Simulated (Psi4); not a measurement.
## How methods differ on SiN2H4 (SMILES N[Si]N)

The species is SiN2H4 (7 atoms), meant as a singlet with charge 0. SMILES: `N[Si]N`. Geometry: optimised at PBE0/def2-TZVP. This is one conformer, not always the lowest.

```
atom    x (Å)    y (Å)    z (Å)
   N  -1.2111   0.3063  -0.3624
  Si  -0.1809  -1.0633  -0.4498
   N   1.2292  -0.4294   0.2950
   H  -2.1477   0.2611  -0.7281
   H  -1.0024   1.2133   0.0281
   H   1.3681   0.4986   0.6667
   H   2.0487  -1.0037   0.4024
```

Quantity: the dipole moment, in D. The values are calculated.

```
                                 level                    kind  program  value (D)  CPU time
   PBE-D4/def2-TZVPP (density fitting)                     GGA     Psi4       2.26      65 s
r2SCAN-D4/def2-TZVPP (density fitting)                meta-GGA     Psi4       2.36   3.8 min
 B3LYP-D4/def2-TZVPP (density fitting)           global hybrid     Psi4       2.13      57 s
  PBE0-D4/def2-TZVPP (density fitting)           global hybrid     Psi4       2.25      65 s
  wB97M-V/def2-TZVPP (density fitting)  range-separated hybrid     Psi4       2.09   4.1 min
```

The values span 2.09 to 2.36 D. Magnitudes only. CPU times are rough (shared hosts, several kinds of processor): they show what a rung costs within a factor of a few.
